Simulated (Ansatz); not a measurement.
## 2H WSe2: elastic constant C12 by level of theory

No measured value is used here.

| level (code) | value (GPa) | cell (Å³/atom) |
|---|---|---|
| LDA (Ansatz) | 40.4 | 19.54 |
| PBEsol (Ansatz) | 35.9 | 20.42 |
| r²SCAN (Ansatz) | 39.5 | 21.76 |

Density-functional levels without +SOC have no spin–orbit coupling. LDA, PBEsol, r²SCAN: the cell comes from a level without a dispersion term, which matters for the spacing of layers, chains or molecules. Each level is taken at its own relaxed cell. Cutoffs differ between the levels. Ansatz's density-functional and Hartree–Fock values are scalar-relativistic unless marked +SOC, with PAW data made under PBE.

Ansatz is a quantum-chemistry and plane-wave program.
